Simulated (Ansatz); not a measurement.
**AlO (doublet): wB97M-V, B2PLYP, PBE-QIDH, RPA-PBE over a scan of the distance Al1–O2, cc-pVDZ**

Aim: run AlO (doublet) with these functionals over a scan of the distance Al1–O2, and hold them against the top wave-function level at the same points.

Computed with Ansatz 0.2.0, Gaussian basis. Level: cc-pVDZ, all electrons in the functionals, frozen cores in the correlation of double hybrids and RPA.

The runs, in order: wB97M-V, B2PLYP, PBE-QIDH, RPA-PBE, at 1.478 Å; 1.620 Å; 1.747 Å; 2.239 Å; 3.044 Å; 4.435 Å.

3 further runs of the same task are left out: 2 for a known fault of the program, 1 that didn't finish.

**1. The geometry**

The geometry derives from a PBE0/def2-TZVP stationary point (not a proven minimum). One bond is set to the value named and the two fragments are kept rigid.

2 atoms, charge 0, spin multiplicity 2.

Atoms are counted from 1 here; the program's logs count them from 0.

Bond lengths: Al1–O2 1.620 Å.

No dispersion term is added; wB97M-V holds VV10 nonlocal correlation.

The geometry shown and the zero of energy belong to the point 1.620 Å. The yardstick, FCI, and other wave-function levels (R restricted, U unrestricted, valence and pair active spaces) come from earlier runs.

**2. wB97M-V, 1.478 Å**

File in.yaml:

```yaml
crystal:
  periodic: [false, false, false]
  atoms:
    - {symbol: Al, position_ang: [0.000000, 0.000000, 0.000000]}
    - {symbol: O, position_ang: [0.000000, 0.000000, 1.478000]}
basis:
  gaussian: {orbitals: cc-pVDZ}
magnetization: {spin_polarized: true, initial_magnetization: 1}
hamiltonian: {xc: {name: wB97M-V}}
output: {forces: true, orbitals: {seedname: orbitals}}
```

On the command line:

```bash
$ ansatz run in.yaml --threads 1 --pin off --events-out ev --progress --plain --max-ram 3020MiB --backend cpu
```

After this run come: wB97M-V, 1.620 Å; wB97M-V, 1.747 Å; wB97M-V, 2.239 Å; wB97M-V, 3.044 Å; wB97M-V, 4.435 Å; B2PLYP, 1.478 Å; B2PLYP, 1.620 Å; B2PLYP, 1.747 Å; B2PLYP, 2.239 Å; B2PLYP, 3.044 Å; B2PLYP, 4.435 Å; PBE-QIDH, 1.478 Å; PBE-QIDH, 1.620 Å; PBE-QIDH, 1.747 Å; PBE-QIDH, 2.239 Å; PBE-QIDH, 3.044 Å; PBE-QIDH, 4.435 Å; RPA-PBE, 1.478 Å; RPA-PBE, 1.620 Å; RPA-PBE, 1.747 Å; RPA-PBE, 2.239 Å; RPA-PBE, 3.044 Å; RPA-PBE, 4.435 Å.

Before running them: what should the planned runs give, taken together? Wanted: span of the FCI curve; largest miss, wB97M-V; largest miss, B2PLYP; largest miss, PBE-QIDH; largest miss, RPA-PBE.

As calculated:

| quantity | value |
| --- | --- |
| span of the FCI curve | 401.2 kJ/mol |
| largest miss, wB97M-V | +48.9 kJ/mol (4.435 Å) |
| largest miss, B2PLYP | +41.1 kJ/mol (1.747 Å) |
| largest miss, PBE-QIDH | -27.4 kJ/mol (1.478 Å) |
| largest miss, RPA-PBE | -38.1 kJ/mol (3.044 Å) |

Of the functionals, PBE-QIDH keep the smallest largest miss at the points compared (at most 27.4 kJ/mol) and wB97M-V strays most (48.9 kJ/mol, at 4.435 Å). wB97M-V, B2PLYP, PBE-QIDH, RPA-PBE clearly break the spin symmetry at some points (⟨S²⟩ up to 1.00 above the pure value), so energy there is bought with a mixed spin. Functionals and the yardstick converge differently with the basis, so part of each miss in cc-pVDZ is the basis.
